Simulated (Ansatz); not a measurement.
Born–Oppenheimer molecular dynamics of C2H9Al (12 atoms, charge 0, multiplicity 1). It starts from a rough guess of a transition structure, not a stationary point.

Theory: Ansatz, UKS PBE0/6-31G.

```yaml
ensemble: NVE (velocity Verlet)
time_step: 0.5 fs
steps_asked: 150
starting_velocities_drawn_for: 300 K
seed: 160057
```

First frame:

```xyz
12
Properties=species:S:1:pos:R:3
Al -0.427 0.524 1.272
C 0.368 -0.809 -0.412
C 0.013 0.442 -1.219
H -1.959 0.471 1.424
H 0.311 1.834 1.613
H 0.447 -0.963 0.980
H 0.484 -1.120 1.959
H 1.366 -1.149 -0.696
H -0.322 -1.616 -0.689
H 0.900 1.043 -1.427
H -0.688 1.120 -0.647
H -0.492 0.223 -2.159
```

Q: How far do the bonds stretch over the last three quarters of this one trajectory? (Pairs bonded in most of those frames.)

A: 
```tsv
bond	mean (Å)	spread (Å)	shortest	longest
Al1–H4	1.624	0.078	1.50	1.74
Al1–H5	1.643	0.101	1.48	1.81
Al1–H7	1.643	0.118	1.46	1.81
C2–C3	1.539	0.020	1.50	1.59
C2–H6	1.128	0.079	1.00	1.27
C2–H8	1.100	0.020	1.06	1.15
C2–H9	1.098	0.021	1.06	1.13
C3–H10	1.098	0.039	1.04	1.16
C3–H11	1.095	0.011	1.07	1.11
C3–H12	1.098	0.021	1.06	1.13
```

Mean temperature of the second half: 1679 K. The conserved energy stayed within 0.36 meV per atom of its start (net change -0.1 meV per atom), so the integration is sound. The system heated up, since it started high on the potential surface and ran downhill. A run of 0.075 ps of so small a system gives no equilibrium averages. The orbitals stay closed-shell, which can raise the energy where a bond breaks towards radicals; this wasn't checked here. Limits of this set-up: no polarisation functions.

Run time: 6.7 min on 1 thread of Intel(R) Xeon(R) Platinum 8488C (Sapphire Rapids) (shared host), peak memory 0.18 GiB.
